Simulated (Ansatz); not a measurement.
# SiH2Cl (doublet): wave-function methods side by side at distance Cl1–H2 along a hydrogen transfer = 1.386 Å, cc-pVTZ

An exercise on one series of results from a longer session: the logs are not shown, and one member is left open.

The runs use Ansatz 0.2.0, Gaussian basis; cc-pVTZ, core rule «outside noble gas», up to 10 orbitals frozen.

Plan: UHF; CCSD(T) on ROHF; CCSD(T) on UHF; BCCD(T) on ROHF; CCSDT(Q) on ROHF; CCSDT(Q) on UHF; CASSCF and NEVPT2, 3 electrons in 3 orbitals; CASSCF and NEVPT2, 13 electrons in 10 orbitals.

### The system

The geometry derives from fragments relaxed apart (PBE0/def2-TZVP) and kept rigid, so it is no stationary point. A hydrogen atom is moved between rigid fragments.

4 atoms, charge 0, spin multiplicity 2.

Atoms are counted from 1 here; the program's logs count them from 0.

Bond lengths: Cl1–H2 1.386 Å, Si3–H4 1.532 Å.

Set-up of the first run:

Input file in.yaml:

```yaml
crystal:
  periodic: [false, false, false]
  atoms:
    - {symbol: Cl, position_ang: [-1.568301, 0.022748, 0.000000]}
    - {symbol: H, position_ang: [-0.182301, 0.022748, 0.000000]}
    - {symbol: Si, position_ang: [1.903699, 0.022748, 0.000000]}
    - {symbol: H, position_ang: [2.300133, -1.456765, 0.000000]}
basis:
  gaussian: {orbitals: cc-pVTZ}
magnetization: {spin_polarized: true, initial_magnetization: 1}
hamiltonian: {xc: hf}
output: {orbitals: {seedname: orbitals}}
```

Launch:

```console
$ ansatz run in.yaml --threads 1 --pin off --events-out ev --progress --plain --max-ram 4096MiB --backend cpu
```

Steps of the session up to this table: UHF; CCSD(T) on ROHF; CCSD(T) on UHF; BCCD(T) on ROHF; CCSDT(Q) on ROHF; CCSDT(Q) on UHF; CASSCF and NEVPT2, 3 electrons in 3 orbitals; CASSCF and NEVPT2, 13 electrons in 10 orbitals.

One table of the session follows, with a row left open; its other results are not shown here.

It belongs to the step «Misses and costs». 

```
        method  from UCCSDT(Q) (meV)
          ROHF               +9657.7
           UHF               +9496.5
          RMP2               +1483.1
          UMP2               +1522.1
         RCCSD                +393.5
         UCCSD                +386.7
      RCCSD(T)                 +50.5
      UCCSD(T)                 +51.0
       BCCD(T)                 +50.8
        RCCSDT                 +16.2
        UCCSDT                 +15.2
     RCCSDT(Q)                     ?
     UCCSDT(Q)                     0
   CASSCF pair               +9174.1
   NEVPT2 pair               +1462.4
CASSCF valence               +8211.8
NEVPT2 valence               +1979.3
```

Estimate the missing values for RCCSDT(Q).

**Answer.** from UCCSDT(Q) (meV): +0.9. In the column «from UCCSDT(Q) (meV)» it lies between UCCSDT(Q) (0) and UCCSDT (+15.2).

To keep in mind: Restricted and unrestricted rows rest on different reference determinants; where their highest levels disagree by more than a few hundredths of an eV, they describe different states and don't form one ladder.
